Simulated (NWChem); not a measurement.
System: formaldehyde (CH$_{2}$O); SMILES O=C

The following NWChem deck was run.

```
start job
memory heap 200 mb stack 900 mb global 1100 mb
geometry units angstroms noautosym nocenter noautoz
  C      0.000000     0.000000     0.518354
  O      0.000000     0.000000    -0.689787
  H      0.000000    -0.952900     1.130045
  H      0.000000     0.952900     1.130045
end
basis spherical
  * library 6-311g**
end
dft
  xc bhlyp
  iterations 150
end
tddft
  cis
  ecut -17.5
  nroots 6
  notriplet
end
task tddft energy
```

Coordinates come from a PBE-D3(BJ)/def2-SVP optimisation.

Core excitations by TDA in a window of 1s orbitals, non-relativistic and unshifted: absolute energies depend strongly on the exact-exchange share.

**Question.** Predict the main results of this run. (BHandHLYP/6-311G** (spherical d), restricted-window TDA.) Quantities: first 1s excitation (eV); dipole oscillator strength of the first; first state with f > 0.002 (eV); dipole oscillator strength of that state.

**Answer.** 
```
Quantity                                   Value
----------------------------------------  ------
first 1s excitation (eV)                   528.0
dipole oscillator strength of the first   0.0540
first state with f > 0.002 (eV)            528.0
dipole oscillator strength of that state  0.0540
```
